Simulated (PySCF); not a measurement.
**One shape, several levels: NO2F (nitryl fluoride)**

We compute a comparison of 4 runs (BLYP/cc-pVTZ, PBE/cc-pVTZ, SVWN5/cc-pVTZ, CCSD(T)/cc-pVTZ) of NO2F (nitryl fluoride). 

Program for the calculation: PySCF 2.14.0.

1 further run of the same task is left out (set aside as unsound or not needed).

### 1 The structure to begin with

NO2F: 4 atoms, total charge 0, spin state singlet. SMILES: `O=[N+]([O-])F`. The N2–F4 distance was set to 1.659 Å, away from the relaxed value.

Bond lengths: O1–N2 1.170 Å, N2–O3 1.170 Å. Angles: O1–N2–O3 135.6°. A long bond or contact: N2–F4 1.659 Å.

### 2 The energy at BLYP/cc-pVTZ (run 1)

Contents of input.xyz:

```xyz
4
FNO2
O      0.311961     0.358556     1.258525
N      0.203391    -0.183174     0.227415
O      0.600251    -1.180054    -0.238605
F     -0.744590     0.670550    -0.832510
```

Contents of calc.py:

```python
from pyscf import gto, dft

mol = gto.Mole()
mol.atom = 'input.xyz'
mol.verbose = 3
mol.max_memory = 1860
mol.charge = 0
mol.basis = 'cc-pvtz'
mol.build()

ks = dft.RKS(mol, xc='blyp')
ks.conv_tol = 1e-10
ks.grids.level = 5
ks.kernel()
if not ks.converged:
    ks = ks.newton().run(ks.mo_coeff, ks.mo_occ)

etot = ks.e_tot
print('E = %.10f Eh' % etot)
```

Command:

```sh
$ OMP_NUM_THREADS=1 python calc.py
```

Standard output:

```text
converged SCF energy = -305.004432917452
E = -305.0044329175 Eh
```

Wall time 17 s (1 thread of Arm Neoverse V2, shared host); peak memory 0.65 GiB.

### 3 The energy at PBE/cc-pVTZ (run 2)

Contents of start.xyz:

```xyz
4

O      0.311961     0.358556     1.258525
N      0.203391    -0.183174     0.227415
O      0.600251    -1.180054    -0.238605
F     -0.744590     0.670550    -0.832510
```

Contents of job.py:

```python
from pyscf import gto, dft

molecule = gto.M(
    atom='start.xyz',
    spin=0,
    max_memory=1860,
    basis='cc-pvtz',
    verbose=4,
)

mf = dft.RKS(molecule)
mf.xc = 'pbe'
mf.conv_tol = 1e-10
mf.grids.level = 5
mf.kernel()
if not mf.converged:
    mf = mf.newton().run(mf.mo_coeff, mf.mo_occ)

e_final = mf.e_tot
print('E(%s) = %.9f' % ('PBE', e_final))
```

Command:

```sh
$ OMP_NUM_THREADS=1 python job.py
```

Standard output:

```text
PySCF version 2.14.0

[... 81 lines left out ...]
converged SCF energy = -304.736474674064
E(PBE) = -304.736474674
```

Wall time 17 s (1 thread of Arm Neoverse V2, shared host); peak memory 0.65 GiB.

Run 3 isn't shown in full; the table further down has it.

### 4 A single-point energy at CCSD(T)/cc-pVTZ (run 4)

Contents of run.py:

```python
from pyscf import gto, scf, cc

mol = gto.M(
    atom=[
    ('O', (0.311961, 0.358556, 1.258525)),
    ('N', (0.203391, -0.183174, 0.227415)),
    ('O', (0.600251, -1.180054, -0.238605)),
    ('F', (-0.744590, 0.670550, -0.832510)),
],
    basis='cc-pvtz',
    max_memory=1860,
    verbose=3,
    spin=0,
    charge=0,
)

mf = scf.RHF(mol)
mf.conv_tol = 1e-10
mf.kernel()
if not mf.converged:
    mf = mf.newton().run(mf.mo_coeff, mf.mo_occ)

mycc = cc.CCSD(mf, frozen=4)
mycc.kernel()
e_t = mycc.ccsd_t()
energy = mycc.e_tot + e_t
print('Final energy', energy)
```

Command:

```sh
$ OMP_NUM_THREADS=1 python run.py
```

Standard output:

```text
converged SCF energy = -303.499693421211
E(CCSD) = -304.4439335095068  E_corr = -0.9442400882955231
CCSD(T) correction = -0.0514264397247896
Final energy -304.4953599492316
```

It took 2.3 min on 1 thread of Arm Neoverse V2, shared host; peak memory 1.8 GiB.

### 5 Overview of the runs

| run | level | integration grid | frozen core orbitals | energy (Eh) | dipole moment (D) of the reference | HOMO energy (eV) | LUMO energy (eV) | wall time |
| --- | --- | --- | --- | --- | --- | --- | --- | --- |
| 1 | BLYP/cc-pVTZ | 5 | – | -305.004433 | 1.52 | -8.45 | -3.96 | 17 s |
| 2 | PBE/cc-pVTZ | 5 | – | -304.736475 | 1.53 | -8.50 | -3.98 | 17 s |
| 3 | SVWN5/cc-pVTZ | 5 | – | -302.929007 | 1.54 | -8.76 | -4.30 | 12 s |
| 4 | CCSD(T)/cc-pVTZ | – | 4 | -304.495360 | 1.39 | -15.21 | 1.28 | 2.3 min |

### 6 Results

| quantity | value |
| --- | --- |
| run 4: total energy | -304.49536 Eh |
| run 4: dipole moment (Hartree–Fock density) | 1.39 D |
| run 4: HOMO energy (Hartree–Fock orbitals) | -15.21 eV |
| run 4: LUMO energy (Hartree–Fock orbitals) | 1.28 eV |
| run 4: HOMO–LUMO gap (Hartree–Fock orbitals) | 16.50 eV |
| run 4: correlation energy (4 core orbitals frozen) | -995.7 mEh |
| run 4: (T) correction | -51.43 mEh |
| run 4: T1 diagnostic | 0.020 |

**Reading.** Over runs 1, 2, 3 the dipole moment (its size) runs from 1.52 D (BLYP/cc-pVTZ) to 1.54 D (SVWN5/cc-pVTZ). Over runs 1, 2, 3 the HOMO–LUMO gap runs from 4.46 eV (SVWN5/cc-pVTZ) to 4.52 eV (PBE/cc-pVTZ). Totals of different functionals can't be ranked against each other. All runs together took 3.1 min, the longest 2.3 min.
